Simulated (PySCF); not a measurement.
**How methods differ on the ionisation energy of F**

F [He] 2s2 2p5 (2P) → F+ [He] 2s2 2p4 (3P), as a difference of total energies. Calculation: PySCF 2.14, in x2c-TZVPPall (5s3p2d1f, 31 functions); the spin-free X2C one-electron Hamiltonian (Gaussian nucleus). Correlated levels: valence: 1s2 frozen; valence and next inner shell: nothing frozen. The calculations carry no spin-orbit coupling.

```tsv
method	ionisation energy (eV)
UHF	15.641
LDA	17.911
PBE	17.603
PBE0	17.410
r2SCAN	17.504
BHandHLYP	17.281
B97-3	17.503
wB97M-V	17.398
HSE06	17.425
ROHF	15.694
MP2 (valence)	17.195
SCS-MP2 (valence)	17.180
MP2 (valence and next inner shell)	17.204
SCS-MP2 (valence and next inner shell)	17.183
```

Q: How much does correlation contribute at MP2 (valence and next inner shell)?

A: 17.204 − (15.641) = 1.563 eV, measured against UHF.

Errors of the correlated levels include the incompleteness of this basis and the frozen core.

For comparison: 17.427 eV (measured; NIST levels, between the centres of gravity of the two terms).
